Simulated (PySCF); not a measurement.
## Reproducing measurements on acetyl fluoride

**Experimental background.**

From NIST CCCBDB Release 22 (SRD 101), experimental dipoles, for the gas: dipole moment (microwave Stark effect) 2.96 D.

The results are set against them at the end.

Acetyl fluoride, C2H3FO.
SMILES with atom numbers: `[CH3:1][C:2](=[O:3])[F:4]` (hydrogens: H5, H6, H7 on C1)

Geometry (GFN2-xTB, Å), atoms numbered from 1 in this order:
```
atom  x, y, z in Å
C1    -0.654   -0.091   -0.015
C2     0.829   -0.025   -0.011
O3     1.637   -0.872   -0.139
F4     1.243    1.266    0.179
H5    -1.030    0.294    0.932
H6    -0.983   -1.115   -0.163
H7    -1.039    0.547   -0.809
```

Runs made with PySCF (gas phase, on this GFN2-xTB geometry; no spin–orbit coupling):

```csv
level,job,basis functions
PBE0/pcSseg-1,"shieldings, charges and field gradients",83
B3LYP/def2-SVPD,"8 singlets by full TDDFT, 3 Tamm–Dancoff triplets, polarisability, density and orbital grids written",110
B3LYP/pcJ-1,spin–spin couplings from 7 perturbed nuclei,138
```

## Comparison

**Dipole moment.** Measured: 2.96 D (NIST CCCBDB Release 22 (SRD 101), experimental dipoles).

```tsv
level	computed (D)	computed − measured (D)	% (from the printed values)
PBE0/pcSseg-1	3.04	+0.08	+3
B3LYP/def2-SVPD	3.07	+0.11	+4
B3LYP/pcJ-1	3.03	+0.07	+2
```

Closest is B3LYP/pcJ-1 (+0.07 D), furthest B3LYP/def2-SVPD (+0.11 D); one molecule doesn't rank methods. All 3 levels lie above the measurement. The computed dipoles belong to one fixed geometry; measured ones are averaged over vibrations unless marked μe. Magnitudes are compared, not signs.

The geometry is computed, not the measured one. Where a level misses, the cause wasn't examined.
